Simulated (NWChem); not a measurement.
**Basis-set convergence for Na$_{2}$**

SMILES: [Na][Na]
```xyz
2

Na     0.0000     0.0000     1.5625
Na     0.0000     0.0000    -1.5625
```
Charge 0, spin multiplicity 1.

Everything below was run with NWChem. All single points use one geometry, from PBE0/def2-SVP, a minimum by its harmonic frequencies.

Quantity: vertical ionisation energy at the level ΔPBE0 (Δ: difference of total energies, the cation a doublet at the parent's geometry with its hole in an orbital of symmetry ag (D2h labels); it is the state that the SCF runs reached, from PBE0 orbitals for Hartree-Fock references, and need not be the lowest).

The Pople sets run with spherical d functions. The structure started from a generated list of species. The stability of the SCF solutions was not checked.

```
basis       functions  vertical ionisation energy (eV)
----------  ---------  -------------------------------
STO-3G             18                            -3.31
pcseg-1            20                             5.01
3-21G              26                             5.05
6-31G*             36                             5.03
cc-pVDZ            36                             5.01
pcseg-2            38                             5.02
6-31+G*            44                             5.03
6-311G**           52                             5.03
6-311++G**         60                             5.03
def2-QZVP          92                             5.01
```

Smallest basis within 0.2 eV of def2-QZVP, the largest set run: pcseg-1, with 20 functions against 92 (also within reach: 3-21G, 6-31G*, cc-pVDZ, pcseg-2, 6-31+G*, 6-311G**, 6-311++G**). def2-QZVP isn't the basis-set limit itself, and a small set can land close by cancellation.
